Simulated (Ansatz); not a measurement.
Total energies of C3H7FO, SMILES `CC(F)CO`.

```xyz
12

C     0.184    1.500    0.182
C    -0.352    0.194   -0.338
F     0.071    0.025   -1.663
C     0.128   -1.011    0.433
O    -0.390   -2.211   -0.079
H    -0.142    2.326   -0.452
H     1.276    1.489    0.202
H    -0.181    1.681    1.195
H    -1.447    0.195   -0.371
H    -0.209   -0.933    1.470
H     1.228   -1.014    0.435
H    -0.169   -2.241   -1.015
```

Total charge 0; spin multiplicity 1. The structure was optimised at the PBE0-D4/def2-TZVP level. It is one conformer, not always the lowest. Basis def2-TZVPP, Ansatz 0.2.0.

RPA on PBE orbitals: Hartree–Fock energy of these orbitals -292.04631 Eh, correlation -1.61028 Eh (frozen core).

```csv
functional,kind,energy without D4 (Eh),D4 term (kJ/mol)
BLYP,GGA,-293.63041,-40.3
r2SCAN,meta-GGA,-293.56691,-4.5
B97M-V,meta-GGA with VV10,-293.66149,–
PBE0,"global hybrid, 25 % exact exchange",-293.39917,-14.7
B3LYP,"global hybrid, 20 %",-293.72733,-28.2
r2SCAN0,"meta-GGA hybrid, 25 %",-293.53274,-5.1
HSE06 (plane-wave form),screened hybrid,-293.38444,-13.5
ωB97X-V,range-separated hybrid GGA with VV10,-293.62883,–
ωB97M-V,range-separated hybrid meta-GGA with VV10,-293.60590,–
PBE-QIDH,double hybrid,-293.36179,–
```

Q: Give the same for LDA (SPW92), PBE, revPBE, r2SCANh, BHLYP, CAM-B3LYP, LC-ωPBE, B2PLYP. (Estimate.)

A: The calculation gave: 
| functional | kind | energy without D4 (Eh) | D4 term (kJ/mol) |
| --- | --- | --- | --- |
| LDA (SPW92) | LDA | -291.42871 | – |
| PBE | GGA | -293.37928 | -17.7 |
| revPBE | GGA | -293.62136 | -65.2 |
| r2SCANh | meta-GGA hybrid, 10 % | -293.55278 | -4.7 |
| BHLYP | global hybrid, 50 % | -293.56983 | -18.6 |
| CAM-B3LYP | range-separated hybrid | -293.60797 | -14.5 |
| LC-ωPBE | long-range corrected hybrid | -293.55462 | – |
| B2PLYP | double hybrid | -293.50458 | – |

B3LYP takes the VWN-RPA correlation (the form of Gaussian; ORCA's B3LYP/G). HSE06 is the plane-wave form, built on full-range PBE exchange. The double hybrids freeze the cores in their second-order part.

LC-ωPBE has ω = 0.4 bohr⁻¹.
